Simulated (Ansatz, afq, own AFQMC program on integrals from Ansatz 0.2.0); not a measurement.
**CH₂Ge, triplet → CH2Ge⁺, doublet**

```yaml
atoms:
  - { symbol: Ge, position_ang: [0.0000, 0.0000, 0.3308] }
  - { symbol: C, position_ang: [0.0000, 0.0000, -1.6265] }
  - { symbol: H, position_ang: [0.0000, 0.9089, -2.2295] }
  - { symbol: H, position_ang: [0.0000, -0.9089, -2.2295] }
```

Connectivity, by distances: Ge–CH2.

E(doublet, charge +1) − E(triplet, charge +0) at this geometry, on UHF and UHF determinants.

Basis cc-pVDZ. Noble-gas cores (and the filled d shells of Ga–Kr and In–Xe) are frozen. Integrals, coupled cluster, full CI and functionals: Ansatz 0.2.0; the random walks run on the same integrals in our own AFQMC program. The CISD trial takes its coefficients from CCSD amplitudes. Released means that phaseless walkers are propagated on without the constraint, phases kept. Uncertainties: one standard error, sampling alone. No spin–orbit coupling. The errors of all members are added in quadrature.

No full CI on the walks' own integrals is used here; CCSDT(Q) serves as the reference and is uncertain by about the last step of the cluster series. Each member takes its own surest rung, up to full CI.

Errors are counted within cc-pVDZ, not against nature.

Cautions: inner d shell frozen; no relativity below Rb; no spin-orbit coupling; CH₂Ge (triplet): lower spins were not checked; CH₂Ge⁺ (doublet): the released energies are still falling, so no released level is given (meV from the phaseless value at times in 1/Eh: -6 ± 12 at 0.24, 0 ± 10 at 0.51, -6 ± 9 at 0.99, -17 ± 12 at 1.62, -28 ± 13 at 2.40), though the last usable value meets CCSDT(Q) within the noise.

```tsv
level	vertical ionization energy (kJ/mol)
MP2	656.3
CCSD	658.3
```

**Question.** From these cheaper values, estimate the vertical ionization energy at the reference level in cc-pVDZ.

**Answer.** 658.2 kJ/mol (CCSDT(Q) in cc-pVDZ).

| level | vertical ionization energy (kJ/mol) | error against CCSDT(Q) (kJ/mol) |
| --- | --- | --- |
| HF | 642.6 | -15.5 |
| CCSD(T) | 658.3 | 0.1 |
| CCSDT | 658.2 | 0.1 |
| ph-AFQMC/HF | 642.0 ± 8.5 | -16.2 ± 8.5 |
| ph-AFQMC/CISD | 659.2 ± 1.3 | 1.1 ± 1.3 |

Correlation beyond CCSD(T) changes it by less than 2 meV. The perturbative (T) step is worth −0.0 kJ/mol.

A walk keeps the symmetry of its determinant, which the program's search chose and which needn't be the lowest solution, so a lower state of the same spin and another symmetry isn't excluded.
